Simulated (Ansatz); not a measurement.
**Molecular dynamics of C$_{2}$H$_{4}$B, charge +1**

The input (input.yaml):

```yaml
crystal:
  periodic: [false, false, false]
  atoms:
    - { symbol: B, position_ang: [-0.910145, -0.931009, -0.136818] }
    - { symbol: C, position_ang: [0.154327, 0.391069, -0.60164] }
    - { symbol: C, position_ang: [0.32507, 0.039246, 0.656833] }
    - { symbol: H, position_ang: [-0.908566, 0.073742, -1.121593] }
    - { symbol: H, position_ang: [0.782007, 0.879674, -1.353024] }
    - { symbol: H, position_ang: [1.151891, 0.118308, 1.369209] }
    - { symbol: H, position_ang: [-0.594584, -0.571039, 1.187034] }
total_charge: 1
basis:
  gaussian: { orbitals: def2-SVPD }
hamiltonian:
  xc: pbe0
  dispersion: d4
md:
  timestep: 0.5
  n_steps: 200
  ensemble: nve
  temperature: 300.0
  initial_velocities: maxwell_boltzmann
  seed: 8769
```

Run as:

```bash
$ ansatz run input.yaml --threads 2 --pin off --max-ram 3072MiB --backend cpu --events-out ev --progress --plain --runs-dir out
```

It starts at the highest image of a converged band. Of that band: Neighbouring images differ by up to 1.6 eV, so the band resolves the path poorly. A vibrational analysis at the climbing image gives one clearly imaginary mode, 795i cm⁻¹: a first-order saddle point.

Output, in part (step lines, the closing report, with atoms numbered from 0):

```
md step     0: t =     0.00 fs  T =   300.0 K  F+E_penalty+E_count = -2796.00446669 eV  E_kin = 0.193890 eV  conserved = -2795.81057669 eV  (27 SCF iters)
md step     1: t =     0.50 fs  T =   292.3 K  F+E_penalty+E_count = -2795.99947592 eV  E_kin = 0.188882 eV  conserved = -2795.81059381 eV  (32 SCF iters)
md step     2: t =     1.00 fs  T =   269.8 K  F+E_penalty+E_count = -2795.98485032 eV  E_kin = 0.174366 eV  conserved = -2795.81048445 eV  (32 SCF iters)
md step     3: t =     1.50 fs  T =   235.8 K  F+E_penalty+E_count = -2795.96265251 eV  E_kin = 0.152395 eV  conserved = -2795.81025774 eV  (32 SCF iters)
md step     4: t =     2.00 fs  T =   196.2 K  F+E_penalty+E_count = -2795.93675587 eV  E_kin = 0.126803 eV  conserved = -2795.80995242 eV  (31 SCF iters)
md step     5: t =     2.50 fs  T =   158.7 K  F+E_penalty+E_count = -2795.91218592 eV  E_kin = 0.102547 eV  conserved = -2795.80963845 eV  (32 SCF iters)
md step     6: t =     3.00 fs  T =   130.9 K  F+E_penalty+E_count = -2795.89399760 eV  E_kin = 0.084593 eV  conserved = -2795.80940507 eV  (32 SCF iters)
md step     7: t =     3.50 fs  T =   118.5 K  F+E_penalty+E_count = -2795.88589289 eV  E_kin = 0.076562 eV  conserved = -2795.80933095 eV  (32 SCF iters)
[... lines left out ...]
Total energy: -2796.03143542 eV, -102.7522600337 hartree
Atom 0 at    -0.883662    -1.191385    -0.338913 Å, force    -0.485823    -0.298347     0.241013 eV/Å
Atom 1 at     0.020770     0.373652    -0.535617 Å, force    -0.179479     1.937474    -1.082756 eV/Å
Atom 2 at     0.386131     0.204798     0.762176 Å, force     0.631834     0.271482    -0.504580 eV/Å
Atom 3 at    -0.156380     1.446884    -0.929510 Å, force     0.179691    -1.564114     0.544992 eV/Å
Atom 4 at     0.052343    -0.291379    -1.468117 Å, force     0.289895     0.121056     0.719857 eV/Å
Atom 5 at     0.517551    -0.767726     1.278415 Å, force    -0.026697     0.127110    -0.022882 eV/Å
Atom 6 at     0.597067     1.140098     1.326204 Å, force    -0.409422    -0.594660     0.104356 eV/Å
Dipole moment:     0.039696     0.144008    -0.079148 e Å
```

The steps, from the saved trajectory:

| time (fs) | T (K) | potential energy less start (eV) | conserved less start (meV/atom) |
| --- | --- | --- | --- |
| 0.0 | 300 | 0.000 | 0.00 |
| 3.0 | 131 | 0.110 | 0.17 |
| 6.0 | 218 | 0.053 | 0.02 |
| 9.0 | 185 | 0.075 | 0.11 |
| 12.0 | 262 | 0.025 | 0.12 |
| 15.0 | 423 | -0.080 | -0.05 |
| 18.0 | 401 | -0.064 | 0.08 |
| 21.0 | 437 | -0.088 | 0.05 |
| 24.0 | 381 | -0.052 | 0.14 |
| 27.0 | 463 | -0.106 | -0.03 |
| 30.0 | 479 | -0.116 | -0.03 |
| 33.0 | 416 | -0.074 | 0.12 |
| 36.0 | 498 | -0.128 | 0.05 |
| 39.0 | 509 | -0.134 | 0.12 |
| 42.0 | 632 | -0.215 | -0.09 |
| 45.0 | 491 | -0.122 | 0.17 |
| 48.0 | 686 | -0.250 | -0.06 |
| 51.0 | 618 | -0.204 | 0.24 |
| 54.0 | 773 | -0.306 | -0.05 |
| 57.0 | 658 | -0.230 | 0.17 |
| 60.0 | 863 | -0.365 | -0.13 |
| 63.0 | 790 | -0.316 | 0.00 |
| 66.0 | 651 | -0.226 | 0.11 |
| 69.0 | 661 | -0.233 | 0.01 |
| 72.0 | 553 | -0.162 | 0.21 |
| 75.0 | 636 | -0.218 | -0.10 |
| 78.0 | 416 | -0.074 | 0.19 |
| 81.0 | 535 | -0.153 | -0.10 |
| 84.0 | 495 | -0.126 | 0.03 |
| 87.0 | 483 | -0.118 | 0.08 |
| 90.0 | 449 | -0.096 | 0.02 |
| 93.0 | 297 | 0.003 | 0.20 |
| 96.0 | 370 | -0.046 | -0.05 |
| 99.0 | 289 | 0.008 | 0.13 |

All steps were run. The conserved energy stayed within 0.24 meV per atom of its start (net change 0.069 meV per atom), so the integration is sound. The system heated up, since it started high on the potential surface and ran downhill. A run of 0.1 ps of so small a system gives no equilibrium averages. The orbitals stay closed-shell, which can raise the energy where a bond breaks towards radicals; this wasn't checked here. Limits of this set-up: the dipole of an ion depends on the origin.

The step under study would form C2–H4 and break B1–H4. These pairs go: C2–H4 1.23 → 1.16 Å, B1–H4 1.41 → 2.80 Å. In the last frame they stand as after the step (other bonds may differ from the relaxed reactants and products). Also parted: B1–C3 1.76 → 2.18 Å, B1–H7 1.41 → 3.23 Å. It ends as one piece, C2H4B (total charge +1). Pairs count as bonded within 1.25 times the sum of covalent radii (0.12 Å more for H–H).

Last frame:

```xyz
7
Properties=species:S:1:pos:R:3
B -0.884 -1.191 -0.339
C 0.021 0.374 -0.536
C 0.386 0.205 0.762
H -0.156 1.447 -0.929
H 0.052 -0.291 -1.468
H 0.518 -0.768 1.278
H 0.597 1.140 1.326
```

Time of the run: 2.4 min on 2 threads of Intel(R) Xeon(R) Platinum 8488C (Sapphire Rapids), on a shared host, peak memory 0.17 GiB.
